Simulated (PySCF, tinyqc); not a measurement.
CID on RHF in the sto-6g basis, frozen core, for CH+, spin multiplicity 1, step by step. The lowest restricted solution is unstable here: a spin-polarised one lies 0.0110 hartree lower (PySCF). One step of it, computed by the program tinyqc.

Task: CID: roots. Diagonalise (each vector has its largest component positive (the first on a tie)); all determinants have Ms = 0, so triplets appear too. The lowest singlet root is the correlation energy.

Occupation strings over the orbitals (2 doubly, a alpha, b beta, 0 empty; spin orbitals ordered 1a 1b 2a 2b ...): 222000 220200 2ab200 220020 2ab020 220002 2ab002 2ba200 202200 2ba020 202020 2ba002 202002

H - E(HF) between determinants (hartree), order 222000, 220200, 2ab200, 220020, 2ab020, 220002, 2ab002, 2ba200, 202200, 2ba020, 202020, 2ba002, 202002:
```
[[0.000000, 0.028703, 0.020573, 0.028703, 0.020573, 0.177334, -0.045074, -0.020573, 0.125399, -0.020573, 0.125399, 0.045074, 0.053475],
 [0.028703, 0.214867, -0.036928, 0.036281, 0.000000, 0.015015, 0.000000, 0.036928, 0.103301, 0.000000, 0.000000, 0.000000, 0.000000],
 [0.020573, -0.036928, 0.476928, 0.000000, 0.036281, 0.000000, 0.015015, -0.103301, -0.043808, 0.000000, 0.000000, 0.000000, 0.000000],
 [0.028703, 0.036281, 0.000000, 0.214867, -0.036928, 0.015015, 0.000000, 0.000000, 0.000000, 0.036928, 0.103301, 0.000000, 0.000000],
 [0.020573, 0.000000, 0.036281, -0.036928, 0.476928, 0.000000, 0.015015, 0.000000, 0.000000, -0.103301, -0.043808, 0.000000, 0.000000],
 [0.177334, 0.015015, 0.000000, 0.015015, 0.000000, 0.599065, 0.106951, 0.000000, 0.000000, 0.000000, 0.000000, -0.106951, 0.103301],
 [-0.045074, 0.000000, 0.015015, 0.000000, 0.015015, 0.106951, 0.958703, 0.000000, 0.000000, 0.000000, 0.000000, -0.103301, 0.100071],
 [-0.020573, 0.036928, -0.103301, 0.000000, 0.000000, 0.000000, 0.000000, 0.476928, 0.043808, 0.036281, 0.000000, 0.015015, 0.000000],
 [0.125399, 0.103301, -0.043808, 0.000000, 0.000000, 0.000000, 0.000000, 0.043808, 0.829074, 0.000000, 0.036281, 0.000000, 0.015015],
 [-0.020573, 0.000000, 0.000000, 0.036928, -0.103301, 0.000000, 0.000000, 0.036281, 0.000000, 0.476928, 0.043808, 0.015015, 0.000000],
 [0.125399, 0.000000, 0.000000, 0.103301, -0.043808, 0.000000, 0.000000, 0.000000, 0.036281, 0.043808, 0.829074, 0.000000, 0.015015],
 [0.045074, 0.000000, 0.000000, 0.000000, 0.000000, -0.106951, -0.103301, 0.015015, 0.000000, 0.015015, 0.000000, 0.958703, -0.100071],
 [0.053475, 0.000000, 0.000000, 0.000000, 0.000000, 0.103301, 0.100071, 0.000000, 0.015015, 0.000000, 0.015015, -0.100071, 1.408426]]
```

Give: lowest roots of this matrix, relative to E(HF); lowest vectors; <S^2> of these roots; weight of the ground state by excitation level 0, 1, 2, ....

Result:

lowest roots of this matrix, relative to E(HF) (hartree): [-0.0937, 0.1571, 0.2285, 0.3373, 0.4089, 0.5312, 0.5900, 0.6204]

lowest vectors, order 222000, 220200, 2ab200, 220020, 2ab020, 220002, 2ab002, 2ba200, 202200, 2ba020, 202020, 2ba002, 202002:
```
[[0.9420, 0.0000, 0.0175, 0.0000],
 [-0.0389, 0.6950, 0.6928, 0.0000],
 [-0.0382, 0.0544, 0.0524, 0.5000],
 [-0.0389, -0.6950, 0.6928, 0.0000],
 [-0.0382, -0.0544, 0.0524, -0.5000],
 [-0.2557, 0.0000, -0.0706, 0.0000],
 [0.0633, 0.0000, 0.0073, 0.0000],
 [0.0382, -0.0544, -0.0524, 0.5000],
 [-0.1221, -0.1054, -0.1088, 0.0000],
 [0.0382, 0.0544, -0.0524, -0.5000],
 [-0.1221, 0.1054, -0.1088, 0.0000],
 [-0.0633, 0.0000, -0.0073, 0.0000],
 [-0.0219, 0.0000, 0.0069, 0.0000]]
```

<S^2> of these roots: [0.0000, 0.0000, 0.0000, 2.0000, 2.0000, 0.0000, 0.0000, 0.0000]

weight of the ground state by excitation level 0, 1, 2, ...: [0.8874, 0.0000, 0.1126]

The reference has a weight of only 0.89: one determinant is a poor start here.
